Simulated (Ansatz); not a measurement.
# HO− with CHN: superposition error and deformation

An exercise on one series of results from a longer session: the logs are not shown, and one member is left open.

Program: Ansatz 0.2.0, Gaussian basis. Level of theory: PBE0-D4 structures, single points in def2-TZVPPD. These are calculated values, not measurements.

Levels: PBE-D4, revPBE-D4, BLYP-D4, r2SCAN-D4, B97M-V, PBE0-D4, B3LYP-D4, HSE06-D4, wB97X-V, wB97M-V, B2PLYP, Hartree-Fock, MP2, CCSD, CCSD(T).

Correlated methods freeze the cores. B3LYP uses VWN-RPA correlation. B2PLYP carries no dispersion term here.

129 further runs of the same task are left out: 129 set aside as unsound or not needed.

### The system as given

The relaxed pair: 5 atoms, charge -1, spin multiplicity 1.

Atoms are counted from 1 here; the program's logs count them from 0.

Bond lengths: O1–H2 0.968 Å, O1–C3 1.477 Å, C3–N4 1.216 Å, C3–H5 1.117 Å. Angles: H2–O1–C3 100.0°, O1–C3–N4 126.5°, O1–C3–H5 101.8°, N4–C3–H5 131.6°.

Geometry (Å):

```xyz
5
CH2NO
O    -0.4076   -0.1757   -0.9585
H     0.3952    0.1658   -1.3786
C    -0.0406   -0.0164    0.4629
N     1.0045    0.4301    0.8945
H    -0.9516   -0.4038    0.9797
```

Atoms 1 to 2 are fragment A (HO−), the rest fragment B (CHN). From earlier runs, pair energy (eV) and counterpoise interaction (meV):

| method | E(pair) | interaction |
| --- | --- | --- |
| PBE-D4 | -4602.84546 | -1892 |
| revPBE-D4 | -4606.88699 | -1776 |
| BLYP-D4 | -4607.18768 | -1595 |
| r2SCAN-D4 | -4605.31767 | -2000 |
| B97M-V | -4606.84519 | -1944 |
| PBE0-D4 | -4602.56391 | -2099 |
| B3LYP-D4 | -4608.05951 | -1819 |
| HSE06-D4 | -4602.33831 | -2104 |
| wB97X-V | -4606.13617 | -1918 |
| wB97M-V | -4606.28720 | -1852 |
| B2PLYP | -4604.52561 | -1562 |
| Hartree-Fock | -4581.18093 | -1914 |
| MP2 | -4598.27939 | -1321 |
| CCSD(T) | -4599.19758 | -1431 |

First each fragment is run alone in its own basis, frozen in the shape it has in the pair (a, b).

Set-up of the first run:

Contents of a/in.yaml:

```yaml
crystal:
  periodic: [false, false, false]
  atoms:
    - {symbol: O, position_ang: [-0.407571, -0.175687, -0.958541]}
    - {symbol: H, position_ang: [0.395235, 0.165799, -1.378599]}
basis:
  gaussian: {orbitals: "def2-TZVPPD.json"}
total_charge: -1
hamiltonian: {xc: pbe, dispersion: d4}
```

Contents of b/in.yaml:

```yaml
crystal:
  periodic: [false, false, false]
  atoms:
    - {symbol: C, position_ang: [-0.040640, -0.016397, 0.462938]}
    - {symbol: N, position_ang: [1.004522, 0.430131, 0.894529]}
    - {symbol: H, position_ang: [-0.951647, -0.403846, 0.979672]}
basis:
  gaussian: {orbitals: "def2-TZVPPD.json"}
hamiltonian: {xc: pbe, dispersion: d4}
```

The basis file named in the input lies beside it (Basis Set Exchange, JSON).

Each run has its own folder and the same command.

Command:

```console
ansatz run in.yaml --threads 2 --pin off --events-out ev --progress --plain --max-ram 5222MiB
```

Among the steps run: PBE-D4/def2-TZVPPD; r2SCAN-D4/def2-TZVPPD; PBE0-D4/def2-TZVPPD; B3LYP-D4/def2-TZVPPD; wB97X-V/def2-TZVPPD; wB97M-V/def2-TZVPPD; B2PLYP/def2-TZVPPD; BLYP-D4/def2-TZVPPD; revPBE-D4/def2-TZVPPD; B97M-V/def2-TZVPPD; HSE06-D4/def2-TZVPPD; CCSD(T)/def2-TZVPPD; Relaxing HO− alone; Relaxing CHN alone.

One of the session's tables, all rows but one given; the rest of the session is left out.

```
      method  interaction with counterpoise (meV)
      PBE-D4                                -1892
   revPBE-D4                                -1776
     BLYP-D4                                -1595
   r2SCAN-D4                                -2000
      B97M-V                                -1944
     PBE0-D4                                -2099
    B3LYP-D4                                -1819
    HSE06-D4                                -2104
     wB97X-V                                -1918
     wB97M-V                                -1852
      B2PLYP                                -1562
Hartree-Fock                                -1914
         MP2                                -1321
        CCSD                                    ?
     CCSD(T)                                -1431
```

**Question.** Estimate the row for CCSD.

As computed: interaction with counterpoise (meV): -1500. In the column «interaction with counterpoise (meV)» it lies between B2PLYP (-1562) and CCSD(T) (-1431).
